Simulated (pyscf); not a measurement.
Elementary routes open to [HO–B–OH]• in the gas phase (doublet surface):
A. O=B–OH + H• (H–O broken; none formed)
B. •O–BH–OH (H–O broken; B–H formed)

PySCF, gas phase, ωB97X-D3(BJ)/def2-SVP geometries. MP2 and CC: frozen core, UHF for open shells. ΔMP2 is the change of the MP2 total energy from the triple- to the quadruple-zeta basis.

### Question
Rank the routes by free-energy barrier at 1200 K, lowest first, for CCSD(T)/def2-TZVPP + ΔMP2(QZVPP) energies (ideal gas, 1 atm, RRHO with modes under 100 cm⁻¹ raised to 100, one conformer, R ln 2 for chiral ones without a mode under 150 cm⁻¹).

### Answer
B (29.3 kcal/mol), A (34.2 kcal/mol)

Route B is the fastest of these, ahead of the next by 4.9 kcal/mol. The most stable products are those of A (ΔG = -8.8 kcal/mol), whose barrier is 4.9 kcal/mol higher: the kinetic and the thermodynamic product differ. At 298 K B is still the fastest. A: On the reactant side the descent ends in a point that may be a rotor saddle (no frequency run), 4.9 kcal/mol over the lowest minimum found and 36.8 kcal/mol under the saddle at ωB97X-D3(BJ)/def2-TZVP. Only these routes are compared; each barrier is that of the saddle found, and lower ones may exist. The CCSD(T) − MP2 part came from Ansatz, without density fitting, on the same reference.
